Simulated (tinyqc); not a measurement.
Inside a calculation (part 2 of 2). Method: RKS/BP86 in the sto-6g basis, for H2O, spin multiplicity 1. Computed by tinyqc, a small Python program that keeps every step (integrals from PySCF). Command: `OMP_NUM_THREADS=1 python tinyqc.py 21274 21275 out.jsonl` (the two numbers bound the seeds that draw the settings). One thread of a shared host (Intel(R) Xeon(R) Processor @ 2.60GHz), about 2 s of CPU time with the checks.

Geometry (angstrom):
```
atom         x          y         z
O     0.000000   0.000000  0.000000
H     0.000000   0.811000  0.496000
H     0.000000  -0.811000  0.496000
```

## Iteration 2: building the Kohn-Sham matrix

D after iteration 1:
```
            1O 1s      1O 2s    1O 2px     1O 2py     1O 2pz      2H 1s      3H 1s
1O 1s    2.112783  -0.520468  0.000000   0.000000   0.122381   0.053552   0.053552
1O 2s   -0.520468   2.614182  0.000000   0.000000  -0.729400  -0.652782  -0.652782
1O 2px   0.000000   0.000000  2.000000   0.000000   0.000000   0.000000   0.000000
1O 2py   0.000000   0.000000  0.000000   0.179806   0.000000   0.385863  -0.385863
1O 2pz   0.122381  -0.729400  0.000000   0.000000   0.405749   0.536852   0.536852
2H 1s    0.053552  -0.652782  0.000000   0.385863   0.536852   1.613884  -0.042231
3H 1s    0.053552  -0.652782  0.000000  -0.385863   0.536852  -0.042231   1.613884
```

core Hamiltonian H = T + V (hartree):
```
             1O 1s      1O 2s     1O 2px     1O 2py     1O 2pz      2H 1s      3H 1s
1O 1s   -33.044413  -7.304638   0.000000   0.000000  -0.017375  -1.790315  -1.790315
1O 2s    -7.304638  -9.255424   0.000000   0.000000  -0.192844  -3.768077  -3.768077
1O 2px    0.000000   0.000000  -7.481384   0.000000   0.000000   0.000000   0.000000
1O 2py    0.000000   0.000000   0.000000  -7.666847   0.000000  -2.202014   2.202014
1O 2pz   -0.017375  -0.192844   0.000000   0.000000  -7.550755  -1.403777  -1.403777
2H 1s    -1.790315  -3.768077   0.000000  -2.202014  -1.403777  -5.082739  -1.412179
3H 1s    -1.790315  -3.768077   0.000000   2.202014  -1.403777  -1.412179  -5.082739
```

nuclear repulsion = 9.23260651 hartree

V_xc (hartree):
```
            1O 1s      1O 2s     1O 2px     1O 2py     1O 2pz      2H 1s      3H 1s
1O 1s   -3.108555  -0.362174   0.000000   0.000000   0.006997  -0.098254  -0.098254
1O 2s   -0.362174  -0.749790   0.000000   0.000000   0.019318  -0.308072  -0.308072
1O 2px   0.000000   0.000000  -0.793109   0.000000   0.000000   0.000000   0.000000
1O 2py   0.000000   0.000000   0.000000  -0.732348   0.000000  -0.207565   0.207565
1O 2pz   0.006997   0.019318   0.000000   0.000000  -0.723814  -0.124515  -0.124515
2H 1s   -0.098254  -0.308072   0.000000  -0.207565  -0.124515  -0.549605  -0.113639
3H 1s   -0.098254  -0.308072   0.000000   0.207565  -0.124515  -0.113639  -0.549605
```

E_xc = sum of w rho eps_xc = -9.17778022 hartree

Given earlier and not repeated: Two-electron integrals (ij|kl) in chemists' order.

J_ij = sum D_kl (ij|kl); F = H + J + V_xc; E = tr D H + tr D J / 2 + E_xc + E_nn.

Coulomb J (hartree):
```
            1O 1s     1O 2s    1O 2px     1O 2py     1O 2pz     2H 1s      3H 1s
1O 1s   16.604282  2.917234  0.000000   0.000000  -0.009996  0.732619   0.732619
1O 2s    2.917234  7.731204  0.000000   0.000000   0.064056  3.191834   3.191834
1O 2px   0.000000  0.000000  7.759492   0.000000   0.000000  0.000000   0.000000
1O 2py   0.000000  0.000000  0.000000   7.750923   0.000000  2.087407  -2.087407
1O 2pz  -0.009996  0.064056  0.000000   0.000000   7.683195  1.302214   1.302214
2H 1s    0.732619  3.191834  0.000000   2.087407   1.302214  5.178447   1.220092
3H 1s    0.732619  3.191834  0.000000  -2.087407   1.302214  1.220092   5.178447
```

Kohn-Sham matrix F (hartree):
```
             1O 1s      1O 2s     1O 2px     1O 2py     1O 2pz      2H 1s      3H 1s
1O 1s   -19.548686  -4.749579   0.000000   0.000000  -0.020373  -1.155950  -1.155950
1O 2s    -4.749579  -2.274010   0.000000   0.000000  -0.109470  -0.884316  -0.884316
1O 2px    0.000000   0.000000  -0.515001   0.000000   0.000000   0.000000   0.000000
1O 2py    0.000000   0.000000   0.000000  -0.648272   0.000000  -0.322171   0.322171
1O 2pz   -0.020373  -0.109470   0.000000   0.000000  -0.591374  -0.226078  -0.226078
2H 1s    -1.155950  -0.884316   0.000000  -0.322171  -0.226078  -0.453896  -0.305726
3H 1s    -1.155950  -0.884316   0.000000   0.322171  -0.226078  -0.305726  -0.453896
```

total energy of this density = -75.40379587 hartree

## Iteration 2: DIIS over 2 matrices

error matrix X^T (FDS - SDF) X:
```
           1          2         3          4          5          6          7
1   0.000000  -0.023366  0.000000   0.000000  -0.048082   0.045604   0.045604
2   0.023366   0.000000  0.000000   0.000000  -0.101719  -0.176751  -0.176751
3   0.000000   0.000000  0.000000   0.000000   0.000000   0.000000   0.000000
4   0.000000   0.000000  0.000000   0.000000   0.000000  -0.611436   0.611436
5   0.048082   0.101719  0.000000   0.000000   0.000000  -0.562232  -0.562232
6  -0.045604   0.176751  0.000000   0.611436   0.562232   0.000000   0.000000
7  -0.045604   0.176751  0.000000  -0.611436   0.562232   0.000000   0.000000
```

B (overlaps of the stored error matrices):
```
                1               2
1   4.2313084e+00  -3.0879402e+00
2  -3.0879402e+00   2.9195306e+00
```

Minimise |sum c_i e_i|^2 with sum c_i = 1: solve [B -1; -1 0][c; lambda] = [0; -1] with B_ij = tr e_i^T e_j, and take F = sum c_i F_i.

DIIS coefficients: 0.450784  0.549216

extrapolated F (hartree):
```
             1O 1s      1O 2s     1O 2px     1O 2py     1O 2pz      2H 1s      3H 1s
1O 1s   -18.543659  -4.544274   0.000000   0.000000  -0.017710  -1.105655  -1.105655
1O 2s    -4.544274  -1.795874   0.000000   0.000000  -0.149951  -0.738231  -0.738231
1O 2px    0.000000   0.000000  -0.029285   0.000000   0.000000   0.000000   0.000000
1O 2py    0.000000   0.000000   0.000000  -0.186501   0.000000  -0.246982   0.246982
1O 2pz   -0.017710  -0.149951   0.000000   0.000000  -0.104457  -0.194208  -0.194208
2H 1s    -1.105655  -0.738231   0.000000  -0.246982  -0.194208  -0.365613  -0.266396
3H 1s    -1.105655  -0.738231   0.000000   0.246982  -0.194208  -0.266396  -0.365613
```

## Iteration 2: diagonalisation and new density

X:
```
            1O 1s      1O 2s    1O 2px     1O 2py     1O 2pz      2H 1s      3H 1s
1O 1s    1.022894  -0.139367  0.000000   0.000000  -0.008277   0.020421   0.020421
1O 2s   -0.139367   1.256943  0.000000   0.000000   0.099289  -0.306132  -0.306132
1O 2px   0.000000   0.000000  1.000000   0.000000   0.000000   0.000000   0.000000
1O 2py   0.000000   0.000000  0.000000   1.132634   0.000000  -0.249115   0.249115
1O 2pz  -0.008277   0.099289  0.000000   0.000000   1.041760  -0.129146  -0.129146
2H 1s    0.020421  -0.306132  0.000000  -0.249115  -0.129146   1.214067  -0.077488
3H 1s    0.020421  -0.306132  0.000000   0.249115  -0.129146  -0.077488   1.214067
```

Diagonalise F' = X^T F X, C = X C', fill 5 alpha and 5 beta electrons from the bottom; D = 2 C_occ C_occ^T. Each column has its largest component positive (the first on a tie).

F' = X^T F X (hartree):
```
            1          2          3          4          5          6          7
1  -18.226132  -2.366915   0.000000   0.000000  -0.023421  -0.200890  -0.200890
2   -2.366915  -0.790641   0.000000   0.000000  -0.023381  -0.358252  -0.358252
3    0.000000   0.000000  -0.029285   0.000000   0.000000   0.000000   0.000000
4    0.000000   0.000000   0.000000   0.027181   0.000000  -0.307410   0.307410
5   -0.023421  -0.023381   0.000000   0.000000  -0.039015  -0.168713  -0.168713
6   -0.200890  -0.358252   0.000000  -0.307410  -0.168713   0.043074  -0.086135
7   -0.200890  -0.358252   0.000000   0.307410  -0.168713  -0.086135   0.043074
```

orbital energies (hartree): MO1 -18.548356, MO2 -0.798236, MO3 -0.359531, MO4 -0.106816, MO5 -0.029285, MO6 0.354559, MO7 0.515921

coefficients C:
```
              MO1        MO2        MO3        MO4       MO5        MO6        MO7
1O 1s    0.995720  -0.217875   0.000000   0.104648  0.000000  -0.129459   0.000000
1O 2s    0.020593   0.801973   0.000000  -0.545833  0.000000   0.924717   0.000000
1O 2px   0.000000   0.000000   0.000000   0.000000  1.000000   0.000000   0.000000
1O 2py   0.000000   0.000000   0.612127   0.000000  0.000000   0.000000   1.016011
1O 2pz   0.003255   0.182575   0.000000   0.815142  0.000000   0.656313   0.000000
2H 1s   -0.005417   0.172817   0.420849   0.237862  0.000000  -0.818685  -0.847940
3H 1s   -0.005417   0.172817  -0.420849   0.237862  0.000000  -0.818685   0.847940
```

D after iteration 2:
```
            1O 1s      1O 2s    1O 2px     1O 2py     1O 2pz      2H 1s      3H 1s
1O 1s    2.099757  -0.422689  0.000000   0.000000   0.097531  -0.036310  -0.036310
1O 2s   -0.422689   1.883037  0.000000   0.000000  -0.596888   0.017300   0.017300
1O 2px   0.000000   0.000000  2.000000   0.000000   0.000000   0.000000   0.000000
1O 2py   0.000000   0.000000  0.000000   0.749399   0.000000   0.515226  -0.515226
1O 2pz   0.097531  -0.596888  0.000000   0.000000   1.395601   0.450852   0.450852
2H 1s   -0.036310   0.017300  0.000000   0.515226   0.450852   0.527175  -0.181281
3H 1s   -0.036310   0.017300  0.000000  -0.515226   0.450852  -0.181281   0.527175
```

## Iteration 7 (converged): orbitals

converged F (hartree):
```
             1O 1s      1O 2s     1O 2px     1O 2py     1O 2pz      2H 1s      3H 1s
1O 1s   -18.700273  -4.572022   0.000000   0.000000  -0.022853  -1.112743  -1.112743
1O 2s    -4.572022  -1.835317   0.000000   0.000000  -0.166015  -0.757672  -0.757672
1O 2px    0.000000   0.000000  -0.068026   0.000000   0.000000   0.000000   0.000000
1O 2py    0.000000   0.000000   0.000000  -0.233404   0.000000  -0.263781   0.263781
1O 2pz   -0.022853  -0.166015   0.000000   0.000000  -0.137138  -0.207047  -0.207047
2H 1s    -1.112743  -0.757672   0.000000  -0.263781  -0.207047  -0.430092  -0.273911
3H 1s    -1.112743  -0.757672   0.000000   0.263781  -0.207047  -0.273911  -0.430092
```

As before.

F' = X^T F X (hartree):
```
            1          2          3          4          5          6          7
1  -18.383229  -2.371401   0.000000   0.000000  -0.026350  -0.203167  -0.203167
2   -2.371401  -0.833686   0.000000   0.000000  -0.041606  -0.348734  -0.348734
3    0.000000   0.000000  -0.068026   0.000000   0.000000   0.000000   0.000000
4    0.000000   0.000000   0.000000  -0.021100   0.000000  -0.302507   0.302507
5   -0.026350  -0.041606   0.000000   0.000000  -0.072596  -0.166693  -0.166693
6   -0.203167  -0.348734   0.000000  -0.302507  -0.166693  -0.031272  -0.081258
7   -0.203167  -0.348734   0.000000   0.302507  -0.166693  -0.081258  -0.031272
```

orbital energies (hartree): MO1 -18.704672, MO2 -0.842546, MO3 -0.414840, MO4 -0.134201, MO5 -0.068026, MO6 0.279378, MO7 0.443726

coefficients C:
```
              MO1        MO2        MO3        MO4       MO5        MO6        MO7
1O 1s    0.995881  -0.215785   0.000000   0.111032  0.000000  -0.126366   0.000000
1O 2s    0.019873   0.793589   0.000000  -0.582564  0.000000   0.909429   0.000000
1O 2px   0.000000   0.000000   0.000000   0.000000  1.000000   0.000000   0.000000
1O 2py   0.000000   0.000000   0.594810   0.000000  0.000000   0.000000   1.026245
1O 2pz   0.003481   0.196460   0.000000   0.794869  0.000000   0.676847   0.000000
2H 1s   -0.005288   0.176088   0.435168   0.255985  0.000000  -0.812499  -0.840681
3H 1s   -0.005288   0.176088  -0.435168   0.255985  0.000000  -0.812499   0.840681
```

D after iteration 7:
```
            1O 1s      1O 2s    1O 2px     1O 2py     1O 2pz      2H 1s      3H 1s
1O 1s    2.101340  -0.432274  0.000000   0.000000   0.098660  -0.029681  -0.029681
1O 2s   -0.432274   1.939118  0.000000   0.000000  -0.614169  -0.018983  -0.018983
1O 2px   0.000000   0.000000  2.000000   0.000000   0.000000   0.000000   0.000000
1O 2py   0.000000   0.000000  0.000000   0.707597   0.000000   0.517684  -0.517684
1O 2pz   0.098660  -0.614169  0.000000   0.000000   1.340851   0.476100   0.476100
2H 1s   -0.029681  -0.018983  0.000000   0.517684   0.476100   0.571868  -0.185616
3H 1s   -0.029681  -0.018983  0.000000  -0.517684   0.476100  -0.185616   0.571868
```

## Convergence

Stop when the energy changes by less than 1e-08 hartree and every element of the error matrix X^T (F D S - S D F) X is below 3e-05.

Course of the cycle:
```
iteration   E (hartree)     change  largest element of the error matrix
1          -74.28750152          -                             7.15e-01
2          -75.40379587  -1.12e+00                             6.11e-01
3          -76.02220723  -6.18e-01                             3.77e-02
4          -76.02397035  -1.76e-03                             2.73e-03
5          -76.02398002  -9.67e-06                             4.33e-04
6          -76.02398021  -1.89e-07                             9.23e-05
7          -76.02398022  -9.59e-09                             1.41e-07
```

PySCF RKS in the same basis, fine grid = -76.02066356 hartree

Converged in 7 iterations. The coarse grid moves the energy by -3.32e-03 hartree.

## Populations, bond orders and dipole

overlap S:
```
           1O 1s     1O 2s    1O 2px     1O 2py    1O 2pz     2H 1s      3H 1s
1O 1s   1.000000  0.231145  0.000000   0.000000  0.000000  0.056268   0.056268
1O 2s   0.231145  1.000000  0.000000   0.000000  0.000000  0.481091   0.481091
1O 2px  0.000000  0.000000  1.000000   0.000000  0.000000  0.000000   0.000000
1O 2py  0.000000  0.000000  0.000000   1.000000  0.000000  0.336956  -0.336956
1O 2pz  0.000000  0.000000  0.000000   0.000000  1.000000  0.206079   0.206079
2H 1s   0.056268  0.481091  0.000000   0.336956  0.206079  1.000000   0.214958
3H 1s   0.056268  0.481091  0.000000  -0.336956  0.206079  0.214958   1.000000
```

Mulliken: Z minus the diagonal of D S on the atom; Loewdin: the same with S^(1/2) D S^(1/2); Mayer order: 2 sum_s sum (D(s) S)_ij (D(s) S)_ji over the two atoms.

Charges (e):
```
atom   Mulliken    Loewdin
1O    -0.412567  -0.287113
2H     0.206283   0.143557
3H     0.206283   0.143557
```

Mayer bond orders:
```
pair     order
2-1   0.935003
3-1   0.935003
3-2   0.022444
```

dipole moment about the origin, x y z (debye): 0.000000  0.000000  1.617958
